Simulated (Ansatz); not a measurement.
CH₃AlS, SMILES [AlH2][CH]=S: a ladder of basis sets, run with Ansatz 0.2.0, Python API.

The script, `basis_ch3als.py`:
```python
'''Basis-set convergence for CH3AlS.'''

import ansatz as az


def main() -> None:
    system = (
        az.Crystal.molecule()
        .atom('Al', (-0.5625, -0.0031, -0.6959))
        .atom('C', (0.7375, -0.0223, 0.7181))
        .atom('S', (0.3578, -0.5125, 2.0035))
        .atom('H', (-2.0252, -0.449, -0.4219))
        .atom('H', (-0.2172, 0.5861, -2.1718))
        .atom('H', (1.7517, 0.3368, 0.5217))
    )

    base = system.calculation().correlation('mp2')

    energies = {}
    for basis in ['cc-pVDZ', 'cc-pVTZ']:
        summary = base.basis(gaussian=basis).run().report
        size = summary['n_frozen'] + summary['n_occupied'][0] + summary['n_virtual'][0]
        energies[basis] = (summary['reference_energy_ev'] / 27.211386246, summary['free_energy_ev'] / 27.211386246)
        print(f'{basis:14s} {size:4d} orbitals  reference {energies[basis][0]:14.6f} Ha  total {energies[basis][1]:14.6f} Ha')

    # correlation energy at the basis limit from E(X) = E + A / X^3
    small, large = (energies[b][1] - energies[b][0] for b in ('cc-pVDZ', 'cc-pVTZ'))
    limit = (3 ** 3 * large - 2 ** 3 * small) / (3 ** 3 - 2 ** 3)
    print(f'correlation energy: {small:.6f} and {large:.6f} Ha, extrapolated {limit:.6f} Ha')
    print(f'share caught by the larger set: {100 * large / limit:.1f} %')


if __name__ == '__main__':
    main()
```

How far does the total energy move along this ladder of basis sets?

Against cc-pVDZ: cc-pVTZ -129.0 mHa. The last step alone is -129.03 mHa. From the first set to the last the time grows from 0.7 to 2.4 s.

What the script printed:

`python basis_ch3als.py` gives:
```text
cc-pVDZ          65 orbitals  reference    -678.967959 Ha  total    -679.285981 Ha
cc-pVTZ         140 orbitals  reference    -679.013134 Ha  total    -679.415007 Ha
correlation energy: -0.318022 and -0.401873 Ha, extrapolated -0.437179 Ha
share caught by the larger set: 91.9 %
```

The drop along the ladder measures the basis error, and is no property of the molecule. The geometry is a force-field or estimated start, not a minimum of this method, and the last set is no limit. Much of the fall in a total is atomic energy, which cancels in bond and reaction energies. Inner cores stay frozen, so this is valence correlation. For Al to Cl the sets with a tight d function, cc-pV(X+d)Z, are usual. An extrapolation from small basis sets is rough. Hardware and time: 3.6 s on 1 thread of Arm Neoverse V1, on a shared host, peak memory 0.27 GiB.

(Lines on the test bed's own set-up are left out of the output.)
